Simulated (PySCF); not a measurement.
Work out the structure from these simulated measurements.

Formula: C6H6.

* 1H NMR: chemical shifts (computed TMS as zero) by class: 2.19 (6 H) ppm [GIAO PBE0/pcSseg-2]
* Dipole: 0.00 D [PBE0/pcSseg-2]
* 13C NMR: chemical shifts (computed TMS as zero) by class: 30.9 (6 C) ppm [GIAO PBE0/pcSseg-2]
* Couplings: largest of the computed one-bond spin–spin couplings (means over like bonds): 13C–1H +192.2 (×6), 13C–13C +21.0 (×9) Hz [B3LYP/pcJ-2, spin–dipole term left out]
* Rotational structure: rotational constants A, B, C: 7.056, 5.454, 5.453 GHz [PBE0-D3(BJ)/def2-TZVP]

Electronic properties: PySCF, gas phase, density fitting. Levels stand in brackets. Geometry: PBE0-D3(BJ)/def2-TZVP; no solvent, vibrations or thermal averaging. Each NMR value is the plain mean over a class of atoms that symmetry, rotation or inversion makes alike.

Problem. What is the compound? Reason from the data.

Solution. Numbering: `[C@H:1]12[C@@H:2]3[C@H:3]1[C@@H:4]1[C@H:5]2[C@H:6]31`. Its formula, C6H6, gives 4 degrees of unsaturation: 4 rings and 0 π bonds in the structure found. 6 carbons fall into 1 class: sp3 carbon at a ring junction [C1/C2/C3/C4/C5/C6] (30.9 ppm, 6 C). All hydrogens form one class (2.19 ppm): methine hydrogen. The couplings run between: +192.2 Hz, sp3 carbon at a ring junction [C1] and its hydrogen (with 5 like pairs); +21.0 Hz, sp3 carbon at a ring junction [C1] and sp3 carbon at a ring junction [C2] (with 8 like pairs). The vanishing dipole is forced by symmetry. The optimised geometry has point group D3h and is a prolate symmetric top (the spread among constants that symmetry makes equal is optimisation noise). Structure: prismane, `C12C3C1C1C2C31`. Computed isomers that give other values at the same levels: `CC#CC#CC` (13C chemical shifts (computed TMS as zero) by class: 78.2 (2 C), 73.8 (2 C), 4.9 (2 C) ppm); `C1=CC2C3C1C23` (13C chemical shifts (computed TMS as zero) by class: 145.9 (2 C), 56.3 (2 C), 40.1 (2 C) ppm). The assignments are read from this structure; whether some other isomer fits the data as well wasn't checked.
